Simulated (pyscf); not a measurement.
A first-order saddle from PySCF, ωB97X-D3(BJ)/def2-SVP:

```xyz
14

C      0.3296     1.0539     0.1728
Al    -1.4548     0.2844     0.4779
C     -2.0460    -1.3531    -0.4150
N     -2.5403     1.1282     1.6070
H      1.9811     1.2243     0.5047
H      0.5941     1.9637     0.6993
H      0.9870     0.5354    -0.5154
H     -2.0227    -1.2365    -1.5128
H     -3.0693    -1.6533    -0.1356
H     -1.3760    -2.1981    -0.1777
H     -2.3175     1.9800     2.1120
H     -3.4808     0.8304     1.8455
H      1.4296     2.0492    -0.6435
H      2.3068     1.8920    -0.1749
```
Charge 0, spin multiplicity 1.

Surface: singlet, charge 0. Lowest wavenumbers (cm⁻¹): 2182i, 63, 111, 121, 162.

**Question.** What reaction is this the transition state of?

**Answer.** `[CH3][Al]([CH3])[NH2]` + `[H][H]` ⇌ `[CH3][Al]([CH3])[NH2]` + `[H][H]`, a four-centre exchange read from left to right: C–H, H–H broken and C–H, H–H formed. At ωB97M-D3(BJ)/def2-TZVP it lies +4.95 eV from the left side and +4.95 eV from the right (each side as separated species at their lowest minima found). The same reactants have a lower exit, to H₃C–AlH–CH₃ + NH₃ (barrier +0.88 eV at ωB97M-D3(BJ)/def2-TZVP, against +4.95 eV here). One saddle was located; it need not be the lowest between these sides.
